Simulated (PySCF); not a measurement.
Working with the constants of BO⁺

PBE0 constants of BO⁺, ¹Σ⁺ (singlet), closed shell (B def2-TZVP, O def2-TZVP; no relativity (PySCF 2.14); masses 11.0093 and 15.9949 u):

| Property | Result |
| --- | --- |
| ωe | 1972.5 cm⁻¹ |
| ωexe | 13.1 cm⁻¹ |
| Be | 1.8408 cm⁻¹ |
| αe | 0.0173 cm⁻¹ |
| D (centrifugal) | 6.41e-06 cm⁻¹ |
| De to B⁺ + O | 3.88 eV |

Q: Give the band origin of the fundamental and the first lines of its P and R branches.

A: ν0 = ωe − 2ωexe = 1946.3 cm⁻¹, B0 = 1.8321, B1 = 1.8149 cm⁻¹.

```tsv
J″	P(J″) − ν0	R(J″) − ν0
0		3.630
1	-3.664	7.225
2	-7.363	10.785
3	-11.096	14.310
4	-14.863	17.799
5	-18.664	21.254
6	-22.499	24.673
```

Q: Near which J would the R branch turn back, without centrifugal distortion?

A: At J ≈ (B0 + B1)/(2(B0 − B1)) − 1 ≈ 100.

For an ion De counts to the pair picked by the measured ionisation energies or electron affinities, which need not be the lowest pair at this level.
